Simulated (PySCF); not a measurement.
Saddle point of C2H7Al, singlet (C₂H₇Al ([CH3][AlH][CH3]) → CH₃Al ([CH2][AlH]) + CH₄; bonds formed: C2–H4; bonds broken: Al1–C2, C3–H4), PBE0-D4/def2-TZVP structure:

```csv
atom,x (Å),y (Å),z (Å)
Al1,-1.1650,0.1859,-0.1267
C2,0.8219,0.9150,0.3971
C3,-0.5352,-1.5241,-0.3306
H4,0.5047,-0.2434,-0.2431
H5,-2.0143,1.3578,-0.7679
H6,1.8539,0.6951,0.1095
H7,0.6068,1.8990,-0.0337
H8,0.8016,0.9704,1.4872
H9,0.0444,-1.9497,0.4925
H10,-0.9188,-2.3062,-0.9844
```

Energies are electronic, without zero-point energy. Barriers and step energies count from the start structure reached by relaxing down the imaginary mode; all methods use the PBE0-D4 structures, on which another method's saddle can fall below an end. Program: PySCF 2.14 with density fitting (its default auxiliary sets; JK sets also for MP2 and CCSD(T)). Basis: def2-TZVPP, with def2-QZVPP for the basis limit. Cores are frozen in the correlated methods. B3LYP uses VWN-RPA correlation. Extrapolation: Hartree–Fock as exp(−7.88 √X), correlation as X^−2.97.

| method | barrier (kcal/mol) | step energy (kcal/mol) |
| --- | --- | --- |
| SPW92 | 66.39 | 57.04 |
| PBE-D4 | ? | 56.06 |
| r2SCAN-D4 | ? | 59.39 |
| PBE0-D4 | 77.14 | 60.54 |
| B3LYP-D4 | 78.55 | 58.62 |
| BHLYP-D4 | 85.95 | 63.16 |
| wB97M-V | 80.88 | 60.86 |
| HF | 98.07 | 67.10 |
| MP2 | ? | 60.66 |
| CCSD | 83.97 | 61.40 |
| CCSD(T) | 80.32 | 59.49 |

Question: Fill in the withheld barriers. (To be estimated.)

Answer: Computed: PBE-D4 70.74; r2SCAN-D4 75.10; MP2 79.71 kcal/mol. Each is the energy of the saddle less that of the start structure, by the same method.

For comparison, the barrier by CCSD(T) at an estimated basis limit (MP2 extrapolated from triple and quadruple zeta, plus CCSD(T) − MP2 in triple zeta) is 79.51 kcal/mol.

No T1 diagnostic of these runs exceeds 0.016. The restricted Hartree–Fock reference is unstable towards an unrestricted one at one or more of these structures.

Labels in which every atom is bracketed show which atoms are joined, not bond orders.

For scale, one of the runs: CCSD(T)/def2-TZVPP, 202 basis functions, launched by `OMP_NUM_THREADS=4 python run.py`. Hardware: 4 CPU threads of an Intel Xeon 6975P-C, shared host. Wall time 110 s; peak host memory 2.1 GiB.
